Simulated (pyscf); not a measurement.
H₃Si–NH–SiH₃ (SMILES [SiH3]N[SiH3]) + HF (SMILES F) → F–SiH₂–NH–SiH₃ (SMILES F[SiH2]N[SiH3]) + H₂ (SMILES [H][H]), a four-centre exchange (singlet surface; H–Si, F–H broken, F–Si, H–H formed). Single points on ωB97X-D3(BJ)/def2-SVP structures (PySCF, gas phase). Energies in kJ/mol from the separated reactants.

AM1 to PM7: differences of heats of formation from MOPAC, which are fitted to 298 K values and so differ in kind from electronic energies by zero-point and thermal terms. 

Problem. In single points PM7 puts the saddle at 142.0 kJ/mol and the reaction energy at -305.2 kJ/mol. Should these be trusted to within a few kcal/mol? Compare with ωB97M-D3(BJ)/def2-TZVP.

Solution. ωB97M-D3(BJ)/def2-TZVP gives ΔE‡ = 97.4 kJ/mol and ΔE = -139.1 kJ/mol. PM7 lies 44.6 kJ/mol over it in the barrier and 166.1 kJ/mol under it in the reaction energy, so on this step it does not hold to within 12.6 kJ/mol. ωB97M-D3(BJ)/def2-TZVP has limits of its own. The same reactants have a lower exit, to F–SiH₃ + H₂N–SiH₃ (barrier +41.9 kJ/mol at ωB97M-D3(BJ)/def2-TZVP, against +97.4 kJ/mol here). This is the saddle that the search found; another between the same sides may lie lower.
